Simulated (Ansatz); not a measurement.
# BNSi: the cost of one run

Program: Ansatz 0.2.0, Gaussian basis. Level of theory: def2-QZVPP, core rule «outside noble gas», up to 7 orbitals frozen. These are calculated values, not measurements.

To be run: UHF; ROHF; CCSD(T) on UHF.

2 further runs of the same task are left out: 2 set aside as unsound or not needed.

## (1) What is computed

The geometry is a PBE0/def2-TZVP stationary point (not a proven minimum) of the parent state, kept for this charge and spin.

3 atoms, charge 1, spin multiplicity 4.

Atoms are counted from 1 here; the program's logs count them from 0.

Bond lengths: B1–N2 1.274 Å, N2–Si3 1.674 Å. Angles: B1–N2–Si3 180.0°.

As a file:

```xyz
3
charge 1, multiplicity 4
B     0.0000    0.0000   -1.4078
N     0.0000    0.0000   -0.1333
Si    0.0000    0.0000    1.5410
```

## (2) UHF

The input, in.yaml:

```yaml
crystal:
  periodic: [false, false, false]
  atoms:
    - {symbol: B, position_ang: [0.000000, 0.000000, -1.407767]}
    - {symbol: N, position_ang: [0.000000, 0.000000, -0.133267]}
    - {symbol: Si, position_ang: [0.000000, 0.000000, 1.541033]}
basis:
  gaussian: {orbitals: "def2-QZVPP.json"}
total_charge: 1
magnetization: {spin_polarized: true, initial_magnetization: 3}
hamiltonian: {xc: hf}
output: {orbitals: {seedname: orbitals}}
```

Started as:

```
> ansatz run in.yaml --threads 1 --pin off --events-out ev --progress --plain --max-ram 2393MiB
```

What time and memory should one allow on 1 thread of Arm Neoverse V1, shared host?

About 23 s, with a peak of 0.39 GiB.
